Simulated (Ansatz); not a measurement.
## How far each method lies from UCCSDT(Q) for H3C–S, doublet

Geometry: displaced at random from a stationary point.

```xyz
5

C    -0.0044    0.0106    1.1999
S     0.0018   -0.0056   -0.5931
H     1.0935    0.0537    1.4591
H    -0.5275    0.8892    1.5808
H    -0.5699   -0.8912    1.5293
```

Basis cc-pVDZ; Ansatz 0.2.0. Correlated methods freeze the noble-gas cores, which leaves 13 electrons in 41 orbitals. R marks a restricted (for open shells ROHF) determinant, U an unrestricted one.

Full CI isn't at hand for all of this; UCCSDT(Q) serves as the reference, and is uncertain by about the last step of the cluster series. The frozen core follows each run's orbitals, which can shift R against U totals by a few meV.

For open shells CISD is restricted-active-space CI with the open shells as a complete middle space.

```
UHF ⟨S²⟩                          : 0.759
T1 diagnostic (RCCSD)             : 0.0132
largest doubles amplitude (RCCSD) : 0.038
T1 diagnostic (UCCSD)             : 0.0100
```

Q: From what is known of these methods and the diagnostics, rank them by the size of their error in total energy against UCCSDT(Q) in cc-pVDZ, smallest first (an estimate: the text doesn't fix the numbers).
A. RCCSD
B. CISD
C. BCCD(T)
D. UCCSDT
E. RMP2

A: D (13 meV), C (31 meV), A (232 meV), B (897 meV), E (1138 meV).

All errors are against UCCSDT(Q) in cc-pVDZ. Within each family the higher level lies nearer, as is usual though not guaranteed.
